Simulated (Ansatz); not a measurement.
One crystal and one scan (energy against volume) at two levels, PBEsol (plane waves to 420 eV, PAW, scalar-relativistic; Ansatz, a first-principles code) and PBE (plane waves to 420 eV, PAW, scalar-relativistic; Ansatz), each from its own relaxed cell and on its own mesh. The cell shown is that of PBEsol.

Pd (fcc, Cu type)

```
Pd
1.0
    0.00000     1.93777     1.93777
    1.93777     0.00000     1.93777
    1.93777     1.93777     0.00000
Pd
1
Direct
  0.00000   0.00000   0.00000
```

This relaxed cell (volume V₀) is scaled evenly in all directions, its shape held. Symmetry pins the atoms to their sites.

E stands for the smeared free energy. Pd is run without spin polarisation. Pd was relaxed with its symmetry unable to fall. The PAW data are Ansatz's earlier set. Percentages come from the unrounded values. Both scans cover V/V₀ from 0.900 to 1.100.

Results of PBEsol:

```
Item                                                     Value
-------------------------------------------------------  -----
Lattice constant a (Å)                                   3.876
Pressure at the smallest volume (GPa)                     28.6
Energy cost of the largest compression (meV/atom)          116
Energy cost of the largest expansion (meV/atom)             76
Bulk modulus B₀ (third-order Birch-Murnaghan fit) (GPa)  204.3
Pressure derivative B₀′ (fit)                              5.4
Pressure for 5 % compression (fit) (GPa)                  12.0
```

**Question.** Estimate the PBE values.

**Answer.** 
```json
[
 {"quantity": "Lattice constant a (Å)", "PBE": "3.943", "PBEsol − PBE": "-0.067 (-1.7 %)"},
 {"quantity": "Pressure at the smallest volume (GPa)", "PBE": "23.7", "PBEsol − PBE": "+4.9 (+21 %)"},
 {"quantity": "Energy cost of the largest compression (meV/atom)", "PBE": "101", "PBEsol − PBE": "+15 (+15 %)"},
 {"quantity": "Energy cost of the largest expansion (meV/atom)", "PBE": "65", "PBEsol − PBE": "+11 (+16 %)"},
 {"quantity": "Bulk modulus B₀ (third-order Birch-Murnaghan fit) (GPa)", "PBE": "167.8", "PBEsol − PBE": "+36.5 (+22 %)"},
 {"quantity": "Pressure derivative B₀′ (fit)", "PBE": "5.6", "PBEsol − PBE": "-0.2 (-3 %)"},
 {"quantity": "Pressure for 5 % compression (fit) (GPa)", "PBE": "9.9", "PBEsol − PBE": "+2.1 (+21 %)"}
]
```

PBEsol gives the higher value for: pressure at the smallest volume; energy cost of the largest compression; energy cost of the largest expansion; bulk modulus B₀; pressure for 5 % compression. PBEsol gives the lower value for: lattice constant a. For the lattice constant a the reference is 3.876 Å (measured, corrected to the static lattice; as given in Daniel Mejia-Rodriguez, S. B. Trickey, Physical Review B (2018), arXiv:1807.09216): PBEsol lies nearer.  Neither level is exact: the differences show how much the result hangs on the functional.

(Under strain, the slope of the energy per volume gives the stress and its curvature an elastic modulus.)
